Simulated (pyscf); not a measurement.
**Hydrogen abstraction: HO–SiH₂–OH + O [triplet] -> HO–SiH•–OH + OH•**

Gas phase, triplet surface, charge 0. Bonds broken: Si1–H4. Bonds formed: H4–O8. PySCF, gas phase, ωB97X-D3(BJ)/def2-SVP geometries. Correlated levels are frozen-core, on RHF or UHF. ΔMP2 is the change of the MP2 total energy from the triple- to the quadruple-zeta basis.

Transition state (Å):

```xyz
8

Si     0.2605    -0.5058     0.2003
O      1.4225    -0.1162    -0.9098
O     -0.0689     0.6389     1.3472
H     -1.1340    -0.6133    -0.6850
H      0.7239    -1.7164     0.9115
H      1.2013     0.5720    -1.5471
H     -0.5127     1.4400     1.0472
O     -1.5634     0.4481    -1.3235
```

One imaginary mode, 1098i cm⁻¹; descent along it reached the two sides named, in the forms told below.

```csv
bond,change,reactant side (Å),saddle,product side
Si1–H4,breaks,1.520,1.655,2.9
H4–O8,forms,1.940,1.311,0.982
```

Electronic energies relative to the separated reactants (kcal/mol):

```
level                             barrier  reaction energy  reverse barrier
--------------------------------  -------  ---------------  ---------------
ωB97X-D3(BJ)/def2-TZVP                0.2             -5.7              5.9
PBE/def2-TZVP                       -12.5            -15.6              3.1
r²SCAN/def2-TZVP                     -8.1            -12.3              4.1
B3LYP-D3(BJ)/def2-TZVP               -3.2             -8.7              5.5
PBE0-D3(BJ)/def2-TZVP                -3.4             -9.3              5.9
M06-2X/def2-TZVP                      1.7             -7.6              9.3
ωB97M-D3(BJ)/def2-TZVP                1.7             -5.1              6.8
HF/def2-TZVP                         30.8            +14.2             16.6
MP2/def2-QZVPP                        7.4             -8.1             15.5
CCSD/def2-TZVPP                       9.2             -2.2             11.4
CCSD(T)/def2-TZVPP                    6.4             -3.8             10.1
CCSD(T)/def2-TZVPP + ΔMP2(QZVPP)      5.2             -5.4             10.7
```

With CCSD(T)/def2-TZVPP + ΔMP2(QZVPP) energies and thermal terms (ideal gas, 1 atm, RRHO with modes under 100 cm⁻¹ raised to 100, one conformer, R ln 2 for chiral ones without a mode under 150 cm⁻¹), in kcal/mol:

```csv
T (K),ΔH‡,ΔG‡,ΔH,ΔG
298,3.0,10.1,-5.9,-8.7
600,3.1,17.3,-5.8,-11.6
900,3.1,24.4,-6.2,-14.4
1200,3.0,31.6,-6.8,-17.1
```

On the product side the descent ends in a complex, 4.0 kcal/mol under the separated species and 9.9 kcal/mol under the saddle at ωB97X-D3(BJ)/def2-TZVP. At PBE, r²SCAN, B3LYP-D3(BJ), PBE0-D3(BJ) this geometry lies under the reactants; that is no barrier but a single point on another level's saddle; such a level's own saddle, if it has one, lies nearer that side and is low. HO–SiH•–OH + OH• also meet on a surface of lower spin, which isn't treated here. One saddle was located; it need not be the lowest between these sides. The angle at the transferred H is 119°: a side-on saddle, likely not the lowest. The CCSD(T) − MP2 part came from Ansatz, without density fitting, on the same reference. Left out: orbital degeneracy and the spin-orbit lowering of OH, O.
